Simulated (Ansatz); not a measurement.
**BC (quartet): the correlation ladder, def2-QZVPP**

The task here is to estimate one member of a computed series from the others.

Method: def2-QZVPP, core rule «outside noble gas», up to 2 orbitals frozen; program: Ansatz 0.2.0, Gaussian basis.

Plan: UHF; ROHF; CCSD(T) on UHF.

**The system**

The geometry is a PBE0/def2-TZVP stationary point (not a proven minimum).

2 atoms, charge 0, spin multiplicity 4.

Atoms are counted from 1 here; the program's logs count them from 0.

Bond lengths: B1–C2 1.478 Å.

The first run:

in.yaml reads:

```yaml
crystal:
  periodic: [false, false, false]
  atoms:
    - {symbol: B, position_ang: [0.000000, 0.000000, 0.000000]}
    - {symbol: C, position_ang: [0.000000, 0.000000, 1.478400]}
basis:
  gaussian: {orbitals: "def2-QZVPP.json"}
magnetization: {spin_polarized: true, initial_magnetization: 3}
hamiltonian: {xc: hf}
output: {orbitals: {seedname: orbitals}}
```

On the command line:

```console
$ ansatz run in.yaml --threads 1 --pin off --events-out ev --progress --plain --max-ram 2393MiB
```

Among the steps run: UHF; ROHF; CCSD(T) on UHF.

One table of the session follows, with a row left open; its other results are not shown here.

| method | from UCCSD(T) (meV) |
| --- | --- |
| ROHF | +5633.6 |
| UHF | +5577.3 |
| UMP2 | +1062.0 |
| UCCSD | ? |
| UCCSD(T) | 0 |

Q: Estimate the row for UCCSD from the others.

**Answer.** from UCCSD(T) (meV): +343.4. In the column «from UCCSD(T) (meV)» it lies between UCCSD(T) (0) and UMP2 (+1062.0).
